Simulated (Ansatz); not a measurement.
Consider the alkene loss: `CC(C)(C)C#N` → `C#N` + `C=C(C)C`.

Gas-phase electronic energies from Ansatz, PBE0-D4/def2-TZVP geometries. CCSD(T)/CBS adds triple-zeta CCSD(T) − MP2 to the extrapolated MP2 energy (def2 sets, frozen cores). This one scheme is used for every species. DFT in def2-TZVPP.

| species | BLYP-D4 energy (Eh) |
| --- | --- |
| `CC(C)(C)C#N` | -250.69394 |
| `C#N` | -93.44505 |
| `C=C(C)C` | -157.20829 |

Problem. Work out ΔE.

Solution. ΔE = (-93.44505) + (-157.20829) − (-250.69394) = 0.04060 Eh = +106.6 kJ/mol. CCSD(T)/CBS gives +128.6 kJ/mol.

Largest T1 diagnostic among the species: 0.014.

From PBE to PBE0 (25 % exact exchange), in def2-TZVPP and without D4, ΔE moves by +13.3 kJ/mol. In def2-TZVPP, CCSD(T) changes the Hartree–Fock value by +23.9 kJ/mol (the triples alone add +1.4 kJ/mol) and MP2 by +36.6 kJ/mol. At CCSD(T), def2-SVP lies +7.5 kJ/mol from the extrapolated value and def2-TZVPP +0.4 kJ/mol.
